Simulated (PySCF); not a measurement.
All values below come from PBE-D3(BJ)/def2-TZVP run with PySCF. Gas-phase values, no solvent. Excitations are Tamm–Dancoff values on a coarser integration grid. The basis has no diffuse functions, so Rydberg states are missing or too high.

Reference species (SMILES): `F[Si](F)(F)F` (neutral, multiplicity 1).

```
Item                    Result
-------------------  ---------
HOMO                 -10.58 eV
S1 excitation (TDA)    9.92 eV
```

Changed species: `F[Si](Br)(Br)Br` (3 of 4 F replaced by Br; the reference has 0 of 4 F replaced by Br).

Task: What does the change do to the HOMO and S1 excitation (TDA)?

Result: the HOMO rises by 3.08 eV, to -7.50 eV; the S1 excitation (TDA) falls by 4.62 eV, to 5.30 eV.
